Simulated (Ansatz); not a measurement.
Geometry optimisation, RKS PBE/cc-pVDZ in Ansatz.

input.yaml

```yaml
crystal:
  periodic: [false, false, false]
  atoms:
    - { symbol: O, position_ang: [-0.4177, 0.5999, 1.8821] }
    - { symbol: C, position_ang: [-0.5179, 0.03, 0.5959] }
    - { symbol: "N", position_ang: [0.6751, 0.2621, -0.1697] }
    - { symbol: C, position_ang: [0.7626, -0.2766, -1.3234] }
    - { symbol: F, position_ang: [-0.3795, -0.9877, -1.7456] }
    - { symbol: H, position_ang: [0.4123, 1.0781, 1.8761] }
    - { symbol: H, position_ang: [-1.3548, 0.45, 0.0756] }
    - { symbol: H, position_ang: [-0.6429, -1.0206, 0.7525] }
    - { symbol: H, position_ang: [1.5514, -0.1816, -1.9608] }
basis:
  gaussian: { orbitals: cc-pVDZ }
hamiltonian:
  xc: pbe
relax:
  f_tol: 0.015
  max_steps: 40
```

Command:

```bash
$ ansatz run input.yaml --threads 1 --pin off --max-ram 2048MiB --backend cpu --events-out ev --progress --plain --runs-dir out
```

Q: Where does it end, and by what steps?

A: It converged. The force dipped under the threshold on the way, but the program's further checks kept it going. After 18 steps the energy has fallen by 0.448 eV; F5 moved furthest, 0.38 Å.

```json
{"step": "0", "energy less start (eV)": "0.0000", "largest force component (eV/Å)": "4.590", "accepted": "yes"}
{"step": "1", "energy less start (eV)": "-0.3075", "largest force component (eV/Å)": "1.483", "accepted": "yes"}
{"step": "2", "energy less start (eV)": "-0.3504", "largest force component (eV/Å)": "1.056", "accepted": "yes"}
{"step": "3", "energy less start (eV)": "-0.3670", "largest force component (eV/Å)": "0.556", "accepted": "yes"}
{"step": "4", "energy less start (eV)": "-0.3715", "largest force component (eV/Å)": "1.799", "accepted": "yes"}
{"step": "5", "energy less start (eV)": "-0.4195", "largest force component (eV/Å)": "0.263", "accepted": "yes"}
{"step": "6", "energy less start (eV)": "-0.4315", "largest force component (eV/Å)": "0.444", "accepted": "yes"}
{"step": "7", "energy less start (eV)": "-0.1153", "largest force component (eV/Å)": "3.858", "accepted": "no"}
{"step": "8", "energy less start (eV)": "-0.4417", "largest force component (eV/Å)": "0.150", "accepted": "yes"}
{"step": "9", "energy less start (eV)": "-0.4414", "largest force component (eV/Å)": "0.242", "accepted": "no"}
{"step": "10", "energy less start (eV)": "-0.4443", "largest force component (eV/Å)": "0.109", "accepted": "yes"}
{"step": "11", "energy less start (eV)": "-0.4461", "largest force component (eV/Å)": "0.099", "accepted": "yes"}
{"step": "12", "energy less start (eV)": "-0.4469", "largest force component (eV/Å)": "0.144", "accepted": "yes"}
{"step": "13", "energy less start (eV)": "-0.4476", "largest force component (eV/Å)": "0.023", "accepted": "yes"}
{"step": "14", "energy less start (eV)": "-0.4478", "largest force component (eV/Å)": "0.016", "accepted": "yes"}
{"step": "15", "energy less start (eV)": "-0.4478", "largest force component (eV/Å)": "0.031", "accepted": "no"}
{"step": "16", "energy less start (eV)": "-0.4479", "largest force component (eV/Å)": "0.008", "accepted": "yes"}
{"step": "17", "energy less start (eV)": "-0.4478", "largest force component (eV/Å)": "0.033", "accepted": "no"}
{"step": "18", "energy less start (eV)": "-0.4479", "largest force component (eV/Å)": "0.004", "accepted": "yes"}
```

```xyz
9
Properties=species:S:1:pos:R:3
O -0.171 0.350 1.964
C -0.525 0.074 0.630
N 0.602 0.335 -0.264
C 0.731 -0.311 -1.338
F -0.132 -1.280 -1.777
H 0.256 1.231 1.947
H -1.376 0.707 0.268
H -0.856 -0.986 0.605
H 1.560 -0.167 -2.052
```

Whether the end is a true minimum wasn't checked by a vibrational analysis.

The run took 57 s on 1 thread of Arm Neoverse V1, with other jobs on the host, peak memory 0.14 GiB.
